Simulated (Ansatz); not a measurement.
System: hcp Hf. Method: r²SCAN (Ansatz, an electronic-structure program, PAW).

Run with plane-wave cutoff 600 eV, 18×18×12 k mesh (along the axes of the cell as run), Fermi–Dirac smearing 0.05 eV, scalar-relativistic PAW data made under PBE.

Starting structure:

```
Hf
1.0
    3.19000     0.00000     0.00000
   -1.59500     2.76262     0.00000
    0.00000     0.00000     5.05000
Hf
2
Direct
  0.66667   0.33333   0.75000
  0.33333   0.66667   0.25000
```

### Question
Into what structure does the relaxation of cell and atoms lead at this level, with the symmetry of the start kept?

### Answer
The volume goes up by 0.5 %; final space group P6_3/mmc.
```
Hf
1.0
    3.19896     0.00000     0.00000
   -1.59948     2.77038     0.00000
    0.00000     0.00000     5.04451
Hf
2
Cartesian
  1.59948   0.92346   3.78338
  0.00000   1.84692   1.26113
```
